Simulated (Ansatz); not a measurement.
## Crystal structures of niobium under LDA

All numbers below come from DFT, LDA (PW92), plane waves (420 eV) with PAW, scalar-relativistic (Ansatz 0.2.0). The PAW files were generated under PBE, with cores re-solved for the functional.

Each structure is relaxed within its own symmetry, so a high-lying one may be dynamically unstable.

```csv
structure,ΔE (meV/atom),V (Å³/atom),cell,magnetic state
bcc,0,17.10,a = 3.246 Å,spin not included
A15,126,17.57,a = 5.199 Å,spin not included
omega (AlB2-type),214,17.46,"a = 4.792 Å, c = 2.634 Å (c/a = 0.550)",spin not included
dhcp,313,17.64,"a = 2.804 Å, c = 10.364 Å (c/a = 3.696)",spin not included
hcp,320,17.66,"a = 2.812 Å, c = 5.161 Å (c/a = 1.835)",spin not included
fcc,367,17.77,a = 4.142 Å,spin not included
simple cubic,1014,18.94,a = 2.666 Å,spin not included
diamond,2614,23.85,a = 5.757 Å,spin not included
```

ΔE counts from bcc.

Differences under about 8 meV lie within the error of the k-point mesh.
